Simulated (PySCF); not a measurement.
Work out the structure from these simulated measurements.

Formula: C3H10NP.

| Item | Value |
| --- | --- |
| Rotational structure | rotational constants A, B, C: 3.758, 3.614, 3.535 GHz [PBE0-D3(BJ)/def2-TZVP] |
| 1H NMR | chemical shifts (computed TMS as zero) by class: 1.19 (9 H), -0.32 (1 H) ppm [GIAO PBE0/pcSseg-2] |
| 13C NMR | chemical shifts (computed TMS as zero) by class: 21.5 (3 C) ppm [GIAO PBE0/pcSseg-2] |
| Dipole | 3.67 D [PBE0/pcSseg-2] |
| NMR, other nuclei | isotropic shieldings of nuclei other than C and H, by class: 219 (1 N), 316 (1 P) ppm [GIAO PBE0/pcSseg-2] |

Gas-phase values; electronic properties from PySCF, density fitting. Levels stand in brackets. Isolated species at its PBE0-D3(BJ)/def2-TZVP geometry, gas phase. NMR classes are plain means over equivalent atoms (diastereotopic ones count apart unless rotation or inversion swaps them), as if these changed places fast.

Q: Give a SMILES that accounts for the data.

A: Numbering: `[CH3:1][P:2]([CH3:3])([CH3:4])=[NH:5]`. 3 carbons fall into 1 class: sp3 carbon bound to phosphorus [C1/C3/C4] (21.5 ppm, 3 C, up to 4.3 ppm apart in this geometry). Hydrogen classes from least to most shielded: 9 H on 3 like atoms (sp3 carbon bound to phosphorus), C1/C3/C4 (1.19 ppm, a mean of values up to 0.7 ppm apart in this geometry), 1 H on a nitrogen bonded to P and H, N5 (-0.32 ppm). The other shieldings belong to: 219 ppm, nitrogen bonded to P and H [N5]; 316 ppm, phosphorus bonded to 3 C and N [P2]. By its constants the optimised geometry is a nearly prolate symmetric top. Structure: `CP(C)(C)=N`. The assignments are read from this structure; whether some other isomer fits the data as well wasn't checked.
